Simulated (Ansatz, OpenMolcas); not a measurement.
# How methods differ on SiHCl (SMILES [SiH]Cl)

SiHCl: 3 atoms, total charge 0, spin state singlet. SMILES: `[SiH]Cl`. Geometry: relaxed at PBE0-D4/def2-TZVP.

```xyz
3

Si   -0.5483    0.5710   -0.2339
Cl    1.2754    0.3528    0.7362
H    -0.7271   -0.9238   -0.5023
```

Each level gives the energy change with the Si1–Cl2 bond stretched from 2.077 to 2.700 Å (eV). The values are calculated.

```csv
level,kind,program,value (eV),CPU time (all runs)
SVWN5/cc-pVTZ (restricted),LDA,OpenMolcas,1.35,21 s
TPSS/cc-pVTZ (restricted),meta-GGA,OpenMolcas,1.21,36 s
r2SCAN0/cc-pVTZ (restricted),hybrid meta-GGA,Ansatz,1.42,14 s
wB97X/cc-pVTZ (restricted),range-separated hybrid,Ansatz,1.43,24 s
B2PLYP/cc-pVTZ (restricted),double hybrid,Ansatz,1.29,9.9 s
PBE-QIDH/cc-pVTZ (restricted),double hybrid,Ansatz,1.49,12 s
RPA@PBE/cc-pVTZ (restricted),RPA,Ansatz,1.24,10 s
RPA@PBE0/cc-pVTZ (restricted),RPA,Ansatz,1.30,11 s
MP2/cc-pVTZ (restricted),perturbation theory,OpenMolcas,1.44,11 s
CCSD/cc-pVTZ (restricted),coupled cluster or CI,Ansatz,1.39,7 s
```

The first shape isn't each level's own minimum. The values span 1.21 to 1.49 eV. CPU times are rough (shared hosts, several kinds of processor): they show what a rung costs within a factor of a few.
